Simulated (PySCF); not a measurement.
# C2HF (SMILES C#CF) at 6 levels

We compute a comparison of 6 runs (HF/def2-SVP, HF/6-311+G**, B3LYP/6-31G*, CCSD(T)/def2-TZVP, CCSD(T)/pcseg-2) of C2HF. The job is set up through a Python script.

The results are computed with PySCF 2.14.0.

### 1 The structure to begin with

The species is C2HF (4 atoms), meant as a singlet with charge 0. SMILES: `C#CF`. The shape is that of a PBE0-D4/def2-TZVP optimisation.

Bond lengths: C1–C2 1.192 Å, C2–F3 1.270 Å, C1–H4 1.063 Å. Angles: C1–C2–F3 180.0°, C2–C1–H4 180.0°.

### 2 Energy and forces at HF/def2-SVP (run 1)

Contents of calc.py:

```python
import pyscf.grad
from pyscf import gto, scf

mol = gto.Mole()
mol.atom = '''
C     -0.682248     0.856254    -0.548436
C      0.573097    -0.719683     0.460734
F      1.909757    -2.398081     1.535025
H     -1.800588     2.261511    -1.447322
'''
mol.unit = 'bohr'
mol.verbose = 4
mol.max_memory = 1860
mol.basis = 'def2-svp'
mol.charge = 0
mol.build()

mf = scf.RHF(mol)
mf.conv_tol = 1e-10
mf.kernel()
if not mf.converged:
    mf = mf.newton().run(mf.mo_coeff, mf.mo_occ)

e_final = mf.e_tot
print('E = %.10f Eh' % e_final)
grad = mf.Gradients().kernel()
dip = mf.dip_moment()
pop, q = mf.mulliken_pop()
```

Run with:

```console
$ OMP_NUM_THREADS=1 python calc.py
```

Output:

```text
PySCF version 2.14.0

[INPUT] num. atoms = 4
[INPUT] num. electrons = 22
[INPUT] charge = 0
[INPUT] spin (= nelec alpha-beta = 2S) = 0
[INPUT] symmetry False subgroup None
[INPUT] Mole.unit = bohr
[INPUT] Symbol           X                Y                Z      unit          X                Y                Z       unit  Magmom
[INPUT]  1 C     -0.361030093796   0.453110103559  -0.290219832848 AA   -0.682248000000   0.856254000000  -0.548436000000 Bohr   0.0
[INPUT]  2 C      0.303269872047  -0.380839842687   0.243809933096 AA    0.573097000000  -0.719683000000   0.460734000000 Bohr   0.0
[INPUT]  3 F      1.010599882795  -1.269009815140   0.812300248192 AA    1.909757000000  -2.398081000000   1.535025000000 Bohr   0.0
[INPUT]  4 H     -0.952830135856   1.196740083445  -0.765889819263 AA   -1.800588000000   2.261511000000  -1.447322000000 Bohr   0.0

nuclear repulsion = 55.832094353247
number of shells = 21
number of NR pGTOs = 79
number of NR cGTOs = 47
basis = def2-svp
ecp = {}

[... 39 lines left out ...]
converged SCF energy = -175.507597110613
[... 11 lines left out ...]
Dipole moment(X, Y, Z, Debye): -0.49563,  0.62300, -0.39831
[... 13 lines left out ...]
pop of  0 C 3dxz          0.00532
pop of  0 C 3dx2-y2       0.00984
pop of  1 C 1s            1.98975
pop of  1 C 2s            0.83247
pop of  1 C 3s            0.18748
pop of  1 C 2px           0.64495
pop of  1 C 2py           0.65298
pop of  1 C 2pz           0.64005
pop of  1 C 3px           0.21923
pop of  1 C 3py           0.14597
pop of  1 C 3pz           0.26420
pop of  1 C 3dxy          0.02170
pop of  1 C 3dyz          0.01952
pop of  1 C 3dz^2         0.01664
pop of  1 C 3dxz          0.01471
pop of  1 C 3dx2-y2       0.02521
pop of  2 F 1s            1.99097
pop of  2 F 2s            1.13332
pop of  2 F 3s            0.78058
pop of  2 F 2px           1.11965
pop of  2 F 2py           1.06915
pop of  2 F 2pz           1.15066
pop of  2 F 3px           0.65809
pop of  2 F 3py           0.62616
pop of  2 F 3pz           0.67770
pop of  2 F 3dxy          0.00333
pop of  2 F 3dyz          0.00260
pop of  2 F 3dz^2         0.00149
pop of  2 F 3dxz          0.00184
pop of  2 F 3dx2-y2       0.00213
pop of  3 H 1s            0.72958
pop of  3 H 2s            0.15525
pop of  3 H 2px           0.00967
pop of  3 H 2py           0.01267
pop of  3 H 2pz           0.00784
 ** Mulliken atomic charges  **
charge of    0C =     -0.19242
charge of    1C =      0.32512
charge of    2F =     -0.21770
charge of    3H =      0.08499
```

Wall time 1.6 s (1 thread of Intel Xeon Platinum 8259CL at 2.50GHz (Skylake/Cascade Lake), shared host); peak memory 0.12 GiB.

### 3 Energy and forces at HF/6-311+G(d,p) (run 2)

Contents of input.py:

```python
import pyscf.grad
from pyscf import gto, scf

mol = gto.M(
    atom='''
C     -0.682248     0.856254    -0.548436
C      0.573097    -0.719683     0.460734
F      1.909757    -2.398081     1.535025
H     -1.800588     2.261511    -1.447322
''',
    basis='6-311+g**',
    verbose=4,
    unit='bohr',
    max_memory=1860,
)

mf = scf.RHF(mol)
mf.conv_tol = 1e-10
mf.kernel()
if not mf.converged:
    mf = mf.newton().run(mf.mo_coeff, mf.mo_occ)

e_tot = mf.e_tot
print('Final energy', e_tot)
grad = mf.Gradients().kernel()
dip = mf.dip_moment()
pop, q = mf.mulliken_pop()
```

Run with:

```console
$ OMP_NUM_THREADS=1 python input.py
```

Output:

```text
PySCF version 2.14.0

[INPUT] num. atoms = 4
[INPUT] num. electrons = 22
[INPUT] charge = 0
[INPUT] spin (= nelec alpha-beta = 2S) = 0
[INPUT] symmetry False subgroup None
[INPUT] Mole.unit = bohr
[INPUT] Symbol           X                Y                Z      unit          X                Y                Z       unit  Magmom
[INPUT]  1 C     -0.361030093796   0.453110103559  -0.290219832848 AA   -0.682248000000   0.856254000000  -0.548436000000 Bohr   0.0
[INPUT]  2 C      0.303269872047  -0.380839842687   0.243809933096 AA    0.573097000000  -0.719683000000   0.460734000000 Bohr   0.0
[INPUT]  3 F      1.010599882795  -1.269009815140   0.812300248192 AA    1.909757000000  -2.398081000000   1.535025000000 Bohr   0.0
[INPUT]  4 H     -0.952830135856   1.196740083445  -0.765889819263 AA   -1.800588000000   2.261511000000  -1.447322000000 Bohr   0.0

nuclear repulsion = 55.832094353247
number of shells = 34
number of NR pGTOs = 113
number of NR cGTOs = 72
basis = 6-311+g**
ecp = {}

[... 41 lines left out ...]
converged SCF energy = -175.695938446599
Final energy -175.69593844659948
[... 10 lines left out ...]
Dipole moment(X, Y, Z, Debye): -0.54064,  0.67953, -0.43452
[... 38 lines left out ...]
pop of  1 C 5py           0.04328
pop of  1 C 5pz           0.03131
pop of  1 C 3dxy          0.03091
pop of  1 C 3dyz          0.02857
pop of  1 C 3dz^2         0.02574
pop of  1 C 3dxz          0.02176
pop of  1 C 3dx2-y2       0.03923
pop of  2 F 1s            1.07680
pop of  2 F 2s            0.91979
pop of  2 F 3s            1.07575
pop of  2 F 4s            0.93948
pop of  2 F 5s            0.09496
pop of  2 F 2px           0.38207
pop of  2 F 2py           0.36140
pop of  2 F 2pz           0.39476
pop of  2 F 3px           0.81309
pop of  2 F 3py           0.77970
pop of  2 F 3pz           0.83359
pop of  2 F 4px           0.55460
pop of  2 F 4py           0.51918
pop of  2 F 4pz           0.57634
pop of  2 F 5px          -0.01350
pop of  2 F 5py          -0.01465
pop of  2 F 5pz          -0.01280
pop of  2 F 3dxy          0.00241
pop of  2 F 3dyz          0.00184
pop of  2 F 3dz^2         0.00098
pop of  2 F 3dxz          0.00129
pop of  2 F 3dx2-y2       0.00139
pop of  3 H 1s            0.25157
pop of  3 H 2s            0.50575
pop of  3 H 3s            0.02914
pop of  3 H 2px           0.01075
pop of  3 H 2py           0.01335
pop of  3 H 2pz           0.00917
 ** Mulliken atomic charges  **
charge of    0C =      0.02135
charge of    1C =      0.08682
charge of    2F =     -0.28844
charge of    3H =      0.18027
```

Wall time 3.9 s (1 thread of Intel Xeon Platinum 8259CL at 2.50GHz (Skylake/Cascade Lake), shared host); peak memory 0.14 GiB.

Runs 3 to 5 aren't shown in full; the table further down has their settings and results.

### 4 The energy at CCSD(T)/pcseg-2 (run 6)

Contents of input.py:

```python
from pyscf import gto, scf, cc

molecule = gto.M(
    atom='''
C   -0.361030   0.453110  -0.290220
C    0.303270  -0.380840   0.243810
F    1.010600  -1.269010   0.812300
H   -0.952830   1.196740  -0.765890
''',
    max_memory=1860,
    verbose=3,
    basis='pcseg-2',
)

mf = scf.RHF(molecule)
mf.conv_tol = 1e-10
mf.kernel()
if not mf.converged:
    mf = mf.newton().run(mf.mo_coeff, mf.mo_occ)

mycc = cc.CCSD(mf, frozen=3)
mycc.kernel()
e_t = mycc.ccsd_t()
etot = mycc.e_tot + e_t
print('Final energy', etot)
dip = mf.dip_moment()
pop, q = mf.mulliken_pop()
```

Run with:

```console
$ OMP_NUM_THREADS=1 python input.py
```

Output:

```text
converged SCF energy = -175.712481440384
E(CCSD) = -176.2567845773826  E_corr = -0.544303136998096
CCSD(T) correction = -0.0227241332065953
Final energy -176.27950871058917
Dipole moment(X, Y, Z, Debye): -0.47757,  0.60034, -0.38382
 ** Mulliken pop  **
pop of  0 C 1s            1.99740
pop of  0 C 2s            0.52991
pop of  0 C 3s            0.30712
pop of  0 C 4s            0.32052
pop of  0 C 2px           0.43425
pop of  0 C 2py           0.45914
pop of  0 C 2pz           0.41899
pop of  0 C 3px           0.46203
pop of  0 C 3py           0.45072
pop of  0 C 3pz           0.46899
pop of  0 C 4px           0.10135
pop of  0 C 4py           0.06960
pop of  0 C 4pz           0.12092
pop of  0 C 3dxy          0.00287
pop of  0 C 3dyz          0.00233
pop of  0 C 3dz^2         0.00153
pop of  0 C 3dxz          0.00168
pop of  0 C 3dx2-y2       0.00223
pop of  0 C 4dxy          0.00330
pop of  0 C 4dyz          0.00446
pop of  0 C 4dz^2         0.00653
pop of  0 C 4dxz          0.00382
pop of  0 C 4dx2-y2       0.01035
pop of  0 C 4f-3          0.00136
pop of  0 C 4f-2          0.00120
pop of  0 C 4f-1          0.00118
pop of  0 C 4f+0          0.00042
pop of  0 C 4f+1          0.00075
pop of  0 C 4f+2          0.00098
pop of  0 C 4f+3          0.00106
pop of  1 C 1s            1.99708
pop of  1 C 2s            0.53097
pop of  1 C 3s            0.33547
pop of  1 C 4s           -0.09342
pop of  1 C 2px           0.42224
pop of  1 C 2py           0.43452
pop of  1 C 2pz           0.41472
pop of  1 C 3px           0.42225
pop of  1 C 3py           0.38822
pop of  1 C 3pz           0.44314
pop of  1 C 4px           0.05060
pop of  1 C 4py           0.02830
pop of  1 C 4pz           0.06433
pop of  1 C 3dxy          0.00494
pop of  1 C 3dyz          0.00422
pop of  1 C 3dz^2         0.00318
pop of  1 C 3dxz          0.00311
pop of  1 C 3dx2-y2       0.00475
pop of  1 C 4dxy          0.01346
pop of  1 C 4dyz          0.01689
pop of  1 C 4dz^2         0.02314
pop of  1 C 4dxz          0.01419
pop of  1 C 4dx2-y2       0.03656
pop of  1 C 4f-3          0.00237
pop of  1 C 4f-2          0.00269
pop of  1 C 4f-1          0.00198
pop of  1 C 4f+0          0.00101
pop of  1 C 4f+1          0.00126
pop of  1 C 4f+2          0.00168
pop of  1 C 4f+3          0.00216
pop of  2 F 1s            1.99857
pop of  2 F 2s            0.63680
pop of  2 F 3s            0.95904
pop of  2 F 4s            0.35675
pop of  2 F 2px           0.78426
pop of  2 F 2py           0.74565
pop of  2 F 2pz           0.80797
pop of  2 F 3px           0.79511
pop of  2 F 3py           0.77367
pop of  2 F 3pz           0.80828
pop of  2 F 4px           0.19891
pop of  2 F 4py           0.18269
pop of  2 F 4pz           0.20886
pop of  2 F 3dxy          0.00058
pop of  2 F 3dyz          0.00044
pop of  2 F 3dz^2         0.00022
pop of  2 F 3dxz          0.00031
pop of  2 F 3dx2-y2       0.00031
pop of  2 F 4dxy          0.00726
pop of  2 F 4dyz          0.00547
pop of  2 F 4dz^2         0.00273
pop of  2 F 4dxz          0.00380
pop of  2 F 4dx2-y2       0.00380
pop of  2 F 4f-3          0.00037
pop of  2 F 4f-2          0.00075
pop of  2 F 4f-1          0.00026
pop of  2 F 4f+0          0.00031
pop of  2 F 4f+1          0.00017
pop of  2 F 4f+2          0.00024
pop of  2 F 4f+3          0.00051
pop of  3 H 1s            0.41161
pop of  3 H 2s            0.43510
pop of  3 H 3s            0.05721
pop of  3 H 2px           0.00253
pop of  3 H 2py           0.00353
pop of  3 H 2pz           0.00192
pop of  3 H 3px           0.01256
pop of  3 H 3py           0.01645
pop of  3 H 3pz           0.01019
pop of  3 H 3dxy          0.00069
pop of  3 H 3dyz          0.00048
pop of  3 H 3dz^2         0.00015
pop of  3 H 3dxz          0.00032
pop of  3 H 3dx2-y2       0.00018
 ** Mulliken atomic charges  **
charge of    0C =     -0.18698
charge of    1C =      0.42398
charge of    2F =     -0.28409
charge of    3H =      0.04710
```

It took 29 s on 1 thread of Intel Xeon Platinum 8259CL at 2.50GHz (Skylake/Cascade Lake), shared host; peak memory 0.71 GiB.

### 5 Overview of the runs

| run | level | integration grid | Cartesian functions | energy (Eh) | dipole moment (D) of the reference | HOMO energy (eV) | LUMO energy (eV) | wall time |
| --- | --- | --- | --- | --- | --- | --- | --- | --- |
| 1 | HF/def2-SVP | – | no | -175.507597 | 0.89 | -11.42 | 5.59 | 1.6 s |
| 2 | HF/6-311+G** | – | no | -175.695938 | 0.97 | -11.44 | 1.77 | 3.9 s |
| 3 | B3LYP/6-31G* (spherical functions) | 5 | no | -176.533508 | 0.47 | -7.60 | 2.09 | 8.1 s |
| 4 | B3LYP/6-31G* (Cartesian functions) | 5 | yes | -176.535857 | 0.47 | -7.60 | 2.08 | 8.7 s |
| 5 | CCSD(T)/def2-TZVP | – | no | -176.297098 | 0.83 | -11.36 | 4.44 | 23 s |
| 6 | CCSD(T)/pcseg-2 | – | no | -176.279509 | 0.86 | -11.38 | 2.75 | 29 s |

### 6 Outcome

| quantity | value |
| --- | --- |
| run 6: total energy | -176.27951 Eh |
| run 6: dipole moment (Hartree–Fock density) | 0.86 D |
| run 6: HOMO energy (Hartree–Fock orbitals) | -11.38 eV |
| run 6: LUMO energy (Hartree–Fock orbitals) | 2.75 eV |
| run 6: HOMO–LUMO gap (Hartree–Fock orbitals) | 14.13 eV |
| run 6: correlation energy (3 core orbitals frozen) | -567.0 mEh |
| run 6: (T) correction | -22.72 mEh |
| run 6: T1 diagnostic | 0.014 |

What this shows: Over runs 1, 2, 3, 4 the dipole moment (its size) runs from 0.47 D (B3LYP/6-31G*) to 0.97 D (HF/6-311+G**). The two ends differ in method and basis. Over runs 1, 2, 3, 4 the HOMO–LUMO gap runs from 9.69 eV (B3LYP/6-31G*) to 17.01 eV (HF/def2-SVP). All runs together took 75 s, the longest 29 s.
